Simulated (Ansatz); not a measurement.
# CH2FN (SMILES [H]/N=C/F) at CCSD(T)/STO-3G

What is the energy change on altering one bond length of CH2FN at CCSD(T)/STO-3G? 

The calculation is run with Ansatz 0.2.0.

65 further runs of the same task are left out: 65 set aside as unsound or not needed.

## (1) Starting point

The species is CH2FN (5 atoms), meant as a singlet with charge 0. As SMILES, `[H]/N=C/F`. The coordinates come from a PBE0-D4/def2-TZVP relaxation.

Bond lengths: N1–C2 1.242 Å, C2–F3 1.328 Å, N1–H4 1.016 Å, C2–H5 1.092 Å. Angles: N1–C2–F3 120.0°, N1–C2–H5 129.8°, F3–C2–H5 110.2°, C2–N1–H4 110.6°.

## (2) A single-point energy at CCSD(T)/STO-3G

Contents of molecule.yaml:

```yaml
basis:
  gaussian: {orbitals: STO-3G}
crystal:
  periodic: [false, false, false]
  atoms:
    - {symbol: N, position_ang: [-0.719900, -0.454400, -0.439800]}
    - {symbol: C, position_ang: [0.296500, -0.034500, 0.137300]}
    - {symbol: F, position_ang: [1.242400, -0.884800, 0.520800]}
    - {symbol: H, position_ang: [-1.343900, 0.314100, -0.667300]}
    - {symbol: H, position_ang: [0.574800, 0.986000, 0.407600]}
scf: {omitted_lower_state_checks: [cluster_reference, increment]}
accuracy: high
correlation: {method: ccsd_t, frozen_orbitals: {C: 1, F: 1, H: 0, "N": 1}}
```

The run is started by

```console
ansatz run molecule.yaml --threads 1 --pin off --max-ram 2610MiB --events-out events.jsonl --progress --plain --runs-dir runs
```

What it wrote (excerpt; [...] marks lines left out):

```text
Warning: RAYON_NUM_THREADS=1 ignored (pool sized by the plan → 1); use --threads N
Functional definition: HF
  name "HF"
[...]
298 factors; integrals over basis functions are off by at most 1.2e-8 eV
[...]
mean field -5177.95245449 eV, -190.2862429603 hartree, gradient 2.7e-8 eV, S^2 0.000000; 0 other end points of the search recorded, 0 dependent functions left out; unrestricted orbitals would lower it
3 core orbitals not correlated: weight in the atoms' cores, before any rotation towards them, 1.000 or more for the frozen orbitals, at most 0.000 for the correlated occupied ones
reference -5177.95245449 eV, -190.2862429603 hartree; 9, 9 occupied and 5, 5 virtual orbitals, 298 factors
second order -3.61427050 eV of doubles, -0.00000000 eV of singles
cycle   1  -4.09343624 eV  change   -4.8e-1 eV  update   7.2e-2
[...]
cycle  20  -4.42573691 eV  change   -1.3e-9 eV  update  7.0e-10
perturbative correction -0.10101518 eV, -0.0037122394 hartree
Total energy: -5182.47920658 eV, -190.4525980312 hartree
Checks for a lower state left out: cluster_reference, increment
```

Run time: 0.16 s. Hardware: 1 thread of Arm Neoverse V2, shared host.

## (3) The distorted shape

Contents of job.yaml:

```yaml
crystal:
  periodic: [false, false, false]
  atoms:
    - {symbol: N, position_ang: [-0.789476, -0.709529, -0.507376]}
    - {symbol: C, position_ang: [0.226924, -0.289629, 0.069724]}
    - {symbol: F, position_ang: [1.172824, -1.139929, 0.453224]}
    - {symbol: H, position_ang: [-1.413476, 0.058971, -0.734876]}
    - {symbol: H, position_ang: [0.574800, 0.986000, 0.407600]}
basis:
  gaussian: {orbitals: STO-3G}
magnetization: {spin_polarized: false, initial_magnetization: 0}
correlation: {method: ccsd_t, frozen_orbitals: {C: 1, F: 1, H: 0, "N": 1}}
accuracy: high
scf: {omitted_lower_state_checks: [cluster_reference, increment]}
```

The run is started by

```console
ansatz run job.yaml --threads 1 --pin off --max-ram 2610MiB --events-out events.jsonl --progress --plain --runs-dir runs
```

What it wrote (excerpt; [...] marks lines left out):

```text
Warning: RAYON_NUM_THREADS=1 ignored (pool sized by the plan → 1); use --threads N
[... 2 set-up lines as earlier in the session ...]
[...]
298 factors; integrals over basis functions are off by at most 4.6e-8 eV
[...]
mean field -5176.92620493 eV, -190.2485289844 hartree, gradient 2.7e-8 eV, S^2 0.000000; 0 other end points of the search recorded, 0 dependent functions left out; unrestricted orbitals would lower it
3 core orbitals not correlated: weight in the atoms' cores, before any rotation towards them, 1.000 or more for the frozen orbitals, at most 0.000 for the correlated occupied ones
reference -5176.92620493 eV, -190.2485289844 hartree; 9, 9 occupied and 5, 5 virtual orbitals, 298 factors
second order -3.89069062 eV of doubles, -0.00000000 eV of singles
cycle   1  -4.40317671 eV  change   -5.1e-1 eV  update   8.2e-2
[...]
cycle  20  -4.80005425 eV  change   8.7e-10 eV  update   1.4e-9
perturbative correction -0.12573263 eV, -0.0046205891 hartree
Total energy: -5181.85199181 eV, -190.4295483135 hartree
Checks for a lower state left out: cluster_reference, increment
```

Run time: 0.14 s. Hardware: 1 thread of Arm Neoverse V2, shared host.

## (4) Outcome

Level: CCSD(T)/STO-3G, 3 core orbitals frozen.

| quantity | value |
| --- | --- |
| first shape: total energy | -190.45260 Eh |
| first shape: correlation energy (3 core orbitals frozen) | -166.4 mEh |
| first shape: (T) correction | -3.71 mEh |
| first shape: T1 diagnostic | 0.010 |
| distorted shape: total energy | -190.42955 Eh |
| distorted shape: correlation energy (3 core orbitals frozen) | -181.0 mEh |
| distorted shape: (T) correction | -4.62 mEh |
| distorted shape: T1 diagnostic | 0.011 |
| energy change with the C2–H5 bond stretched from 1.092 to 1.365 Å | 0.627 eV |

With the C2–H5 bond stretched from 1.092 to 1.365 Å the energy rises by 0.63 eV (14.5 kcal/mol). The first shape isn't relaxed at this level, so the change isn't measured from a minimum. The minimal basis adds a large error of its own. The restricted solution (first shape) is unstable to spin breaking: an unrestricted one lies lower. The triples (first shape) make up 2.2 % of the correlation energy. The restricted solution (distorted shape) is unstable to spin breaking: an unrestricted one lies lower. The triples (distorted shape) make up 2.6 % of the correlation energy.
